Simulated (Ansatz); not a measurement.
C2H3F2N can be A, `N=CC(F)F`, or B, `NC=C(F)F`.

Gas-phase electronic energies from Ansatz, PBE0-D4/def2-TZVP geometries. CBS: MP2 limit from def2 TZ/QZ plus the TZ coupled-cluster correction, frozen cores. DFT in def2-TZVPP. B3LYP here is the variant with VWN-RPA as its local correlation; programs differ in this. Each species was taken in one conformer, which may not be the lowest.

A:

Z-matrix (Å, degrees):
```
C
C 1 1.501
F 1 1.357 2 109.3
F 1 1.357 2 109.3 3 -117.0
H 1 1.092 2 112.2 3 121.5
N 2 1.258 1 119.1 3 -121.4
H 2 1.096 1 114.9 3 58.6
H 6 1.020 2 111.4 1 180.0
```

B:

```xyz
8

N    -1.228   -0.465   -0.075
C     0.156   -0.468    0.120
C     0.963    0.535   -0.178
F     2.280    0.492   -0.110
F     0.553    1.711   -0.630
H    -1.734   -0.868    0.700
H    -1.597    0.450   -0.291
H     0.607   -1.388    0.465
```

Question: Which isomer does CCSD(T)/CBS put lower? Give the gap. (An estimate is asked.)

Answer: Ansatz gave: A, by 31.7 kJ/mol.

Question: Give E(B) − E(A) in kJ/mol with B3LYP, B3LYP-D4, B2PLYP, LDA (SPW92), ωB97M-V, r2SCAN-D4, PBE-D4. (An estimate is asked.)

Answer: Ansatz gave: B3LYP 23.1, B3LYP-D4 23.1, B2PLYP 29.3, LDA (SPW92) -4.8, ωB97M-V 26.3, r2SCAN-D4 17.9, PBE-D4 13.5. The order is the other way round with LDA (SPW92).

Question: Does the order hold for the free energy at 298.15 K (harmonic terms from PBE0-D4)? (Estimate.)

Answer: Computed: Yes: G(B) − G(A) = +32.5 kJ/mol, for one conformer each.

Largest T1 diagnostic: 0.012.

Leaving LDA and LC-ωPBE aside and taking each functional with its dispersion term where it has one, the values spread over 15.8 kJ/mol, from PBE-D4 to B2PLYP. LDA lies −18.3 kJ/mol from PBE without D4. In def2-TZVPP, CCSD(T) changes the Hartree–Fock value by −9.1 kJ/mol (the triples alone add −0.8 kJ/mol) and MP2 by −12.4 kJ/mol.
